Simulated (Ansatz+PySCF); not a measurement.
Values are calculated unless marked as measured or tabulated.
## Ansatz (development build ahead of 0.2.0) run

```yaml
crystal:
  periodic: [false, false, false]
  atoms:
    - { symbol: H, position_ang: [2.19707, -0.02993, 0.02263] }
    - { symbol: C, position_ang: [1.28528, -0.60914, 0.00171] }
    - { symbol: C, position_ang: [0.00767, 0.13137, -0.00044] }
    - { symbol: "N", position_ang: [-1.13691, -0.63646, -0.03847] }
    - { symbol: H, position_ang: [-2.01282, -0.15287, 0.08091] }
    - { symbol: H, position_ang: [1.34011, -1.69104, -0.02716] }
    - { symbol: H, position_ang: [-1.11583, -1.62424, 0.15069] }
    - { symbol: O, position_ang: [-0.03381, 1.35704, 0.00432] }
basis:
  gaussian: { orbitals: cc-pVTZ }
magnetization:
  initial_magnetization: 1
hamiltonian:
  xc: hf
correlation:
  method: mp2
  frozen_orbitals: { C: 1, H: 0, "N": 1, O: 1 }
output:
  forces: true
```

The input is written out in the form of the current development build from the run's settings. Correlation on restricted open-shell orbitals is semicanonical, with singles.

Results

```yaml
Converged: yes
Reference_energy: -207.42582 hartree
Correlation_energy: -0.74356 hartree
Total_energy: -208.16939 hartree
Spin_squared_of_the_determinant: 0.750
Stability_test: minimum among restricted orbitals
```

Forces (eV/Å):
```tsv
atom	Fx	Fy	Fz
H1	-0.166	-0.064	-0.001
C2	-0.288	0.099	-0.009
C3	0.112	-0.216	0.037
N4	0.139	-0.023	0.001
H5	0.162	-0.047	-0.002
H6	-0.065	0.195	0.003
H7	0.058	0.188	-0.018
O8	0.047	-0.131	-0.011
```
